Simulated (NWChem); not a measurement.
System meant: NH, triplet; SMILES [NH]

Input file for NWChem:

```
start job
memory heap 200 mb stack 900 mb global 1100 mb
geometry units angstroms noautoz
  N      0.000000     0.000000    -0.139521
  H      0.000000     0.000000     0.907234
end
basis spherical
  * library def2-svp
end
dft
  odft
  mult 3
  xc xpbe96 cpbe96
  iterations 4
  mulliken
end
task dft energy
```

End of the output:

```
     --------------------------
     Expectation value of S2:
     --------------------------
      <S2> =      2.0044 (Exact =     2.0000)

 center of mass
 --------------
 x =   0.00000000 y =   0.00000000 z =  -0.11445257

 moments of inertia (a.u.)
 ------------------
           3.678659233649           0.000000000000           0.000000000000
           0.000000000000           3.678659233649           0.000000000000
           0.000000000000           0.000000000000           0.000000000000

     Multipole analysis of the density
     ---------------------------------

     L   x y z        total         alpha         beta         nuclear
     -   - - -        -----         -----         ----         -------
     0   0 0 0     -0.000000     -5.000000     -3.000000      8.000000

     1   1 0 0     -0.000000     -0.000000     -0.000000      0.000000
     1   0 1 0     -0.000000     -0.000000     -0.000000      0.000000
     1   0 0 1      0.600468      0.528055      0.072413      0.000000

     2   2 0 0     -4.516430     -3.250090     -1.266340      0.000000
     2   1 1 0     -0.000000     -0.000000     -0.000000      0.000000
     2   1 0 1      0.000000      0.000000      0.000000      0.000000
     2   0 2 0     -4.516430     -3.250090     -1.266340      0.000000
     2   0 1 1      0.000000      0.000000      0.000000      0.000000
     2   0 0 2     -4.348780     -4.326395     -3.446085      3.423701

 ------------------------------------------------------------------------
 dft energy failed                                                                                  0
 ------------------------------------------------------------------------
 ------------------------------------------------------------------------
  current input line :
    17: task dft energy
 ------------------------------------------------------------------------
 ------------------------------------------------------------------------
 This type of error is most commonly associated with calculations not reaching convergence criteria
 ------------------------------------------------------------------------
 For more information see the NWChem manual at https://nwchemgit.github.io

0:dft energy failed:Received an Error in Communication
```

What is wrong, and how is it mended?

Convergence was not reached. Cause: the SCF was allowed too few iterations. This input runs:
```
start job
memory heap 200 mb stack 900 mb global 1100 mb
geometry units angstroms noautoz
  N      0.000000     0.000000    -0.139521
  H      0.000000     0.000000     0.907234
end
basis spherical
  N library def2-svp
  H library def2-svp
end
dft
  odft
  mult 3
  xc xpbe96 cpbe96
  iterations 150
  mulliken
end
task dft energy
```
It converges to -55.10210 Ha (PBE/def2-SVP, spin-unrestricted).
